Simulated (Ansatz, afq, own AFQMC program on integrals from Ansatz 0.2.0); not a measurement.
GeH4 + CH$_{3}$, doublet: a scan with AFQMC

```yaml
atoms:
  - { symbol: Ge, position_ang: [-0.4888, 0.0000, 0.0000] }
  - { symbol: H, position_ang: [-1.0003, 1.4466, 0.0000] }
  - { symbol: H, position_ang: [-1.0003, -0.7233, 1.2528] }
  - { symbol: H, position_ang: [-1.0003, -0.7233, -1.2528] }
  - { symbol: H, position_ang: [1.1462, 0.0000, 0.0000] }
  - { symbol: C, position_ang: [2.4862, 0.0000, 0.0000] }
  - { symbol: H, position_ang: [2.4862, -1.0800, 0.0000] }
  - { symbol: H, position_ang: [2.4862, 0.5400, 0.9353] }
  - { symbol: H, position_ang: [2.4862, 0.5400, -0.9353] }
```

A hydrogen atom is moved from one rigid fragment to the other; the Ge1–H5 distance tells how far. The two fragments are held close together, so this isn't a minimum-energy path and the start is a compressed complex. Energies in mEh count from this geometry (1.635 Å) at the same level; the start stands on UHF, each point on the determinant named.

Basis cc-pVDZ. Noble-gas cores (and the filled d shells of Ga–Kr and In–Xe) are frozen. Ansatz 0.2.0 and our own AFQMC program on the same integrals; the CISD trial comes from CCSD amplitudes, and released means the phaseless constraint is let go. Error bars are statistical, one sigma. No spin–orbit coupling.

Cautions, each for one point or more: inner d shell frozen; no relativity below Rb; no spin-orbit coupling; the ph-AFQMC/CISD walk drifts between its halves.

```tsv
r(Ge1–H5) / Å	det.	T1	weight	⟨S²⟩	wB97M-V	HF	CCSD(T)
1.685	UHF	0.015	0.86	0.78	-1.8	0.3	-1.3
1.785	UHF	0.013	0.86	0.78	-4.7	-0.5	-3.3
1.885	UHF	0.010	0.86	0.76	-3.4	0.4	-1.3
```

(1) Estimate the curve of CCSDT(Q), counted from the same start.

## Answers

(1) 
```csv
r(Ge1–H5) / Å,det.,T1,weight,⟨S²⟩,CCSDT(Q),ph-AFQMC/CISD,released AFQMC
1.685,UHF,0.015,0.86,0.78,-1.3,-1.8 ± 0.2,-1.3 ± 0.3
1.785,UHF,0.013,0.86,0.78,-3.3,-3.1 ± 0.2,-3.1 ± 0.2
1.885,UHF,0.010,0.86,0.76,-1.1,-1.2 ± 0.2,-0.9 ± 0.2
```

Weight is that of the determinant in the CISD state; at the start T1 is 0.015 and the weight 0.86, and ⟨S²⟩ is 0.78. Largest departures from CCSDT(Q), at the points where its series has closed: CCSD(T) -0.2 mEh at 1.885 (on UHF), ph-AFQMC/CISD -0.5 mEh at 1.685 (on UHF), released AFQMC 0.2 mEh at 1.885 (on UHF) (within the noise), wB97M-V -2.3 mEh at 1.885, HF 2.8 mEh at 1.785 (on UHF). Functionals count only at points shown to share the start's state and spin. In this small basis the wave-function levels are far from their limit, so their gap to the functionals isn't the functionals' error.

A walk keeps the symmetry of its determinant, which the program's search chose and which needn't be the lowest solution, so a lower state of the same spin and another symmetry isn't excluded. Released energies are given only where the last usable release times agree within the noise; a slower fall can still hide under it.
